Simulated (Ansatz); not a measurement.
`CCCCCCC`, relaxed with RKS PBE0-D4/def2-TZVP in Ansatz 0.2.0 from a GFN2-xTB geometry. The force threshold is 0.005 eV/Å; the program also tests the step.

Charge 0, multiplicity 1.

Start:

```xyz
23

C    -1.347    0.588    2.970
C    -1.671   -0.608    2.082
C    -1.405   -0.346    0.598
C     0.079   -0.204    0.266
C     0.314   -0.046   -1.234
C     1.796    0.095   -1.572
C     2.026    0.254   -3.070
H    -0.284    0.814    2.948
H    -1.627    0.381    4.000
H    -1.894    1.468    2.636
H    -1.084   -1.470    2.406
H    -2.727   -0.862    2.206
H    -1.815   -1.177    0.018
H    -1.933    0.560    0.293
H     0.492    0.664    0.782
H     0.613   -1.089    0.623
H    -0.223    0.836   -1.593
H    -0.093   -0.915   -1.758
H     2.332   -0.787   -1.214
H     2.204    0.964   -1.049
H     1.514    1.139   -3.443
H     1.645   -0.612   -3.608
H     3.087    0.353   -3.288
```

| step | energy (eV) | largest force (eV/Å) | largest move (Å) |
| --- | --- | --- | --- |
| 1 | -7514.5048 | 0.548 | 0.000 |
| 2 | -7514.5249 | 0.190 | 0.037 |
| 3 | -7514.5291 | 0.040 | 0.016 |
| 4 | -7514.5296 | 0.007 | 0.020 |
| 5 | -7514.5296 | 0.001 | 0.008 |
| 6 | -7514.5296 | 0.003 | 0.013 |

End:

```xyz
23

C    -1.326    0.581    2.972
C    -1.693   -0.595    2.081
C    -1.408   -0.367    0.602
C     0.066   -0.206    0.262
C     0.321   -0.051   -1.227
C     1.791    0.107   -1.578
C     2.033    0.260   -3.069
H    -0.253    0.787    2.953
H    -1.603    0.391    4.012
H    -1.842    1.491    2.652
H    -1.156   -1.491    2.416
H    -2.758   -0.818    2.204
H    -1.811   -1.209    0.027
H    -1.955    0.521    0.261
H     0.479    0.663    0.786
H     0.619   -1.077    0.637
H    -0.236    0.817   -1.603
H    -0.086   -0.921   -1.759
H     2.346   -0.760   -1.202
H     2.196    0.977   -1.048
H     1.516    1.140   -3.464
H     1.666   -0.611   -3.619
H     3.096    0.372   -3.296
```

Hardware: 3 threads of an AMD EPYC 7R13 on a shared host and a share of an NVIDIA H100 80 GB. Wall time 17 s, peak host memory 0.92 GiB.
